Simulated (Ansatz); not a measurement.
Species: CH₄, SMILES `C` (charge 0, multiplicity 1), formula CH₄.

How many basis functions does frozen-core CCSD(T)/cc-pVTZ // B3LYP-D3(BJ)/def2-TZVP in Ansatz (a program for electronic structure) use, how many core orbitals are frozen, and how many electrons are correlated?

86 basis functions and 1 frozen orbitals, which leaves 8 correlated electrons. Core time is of the order of seconds.
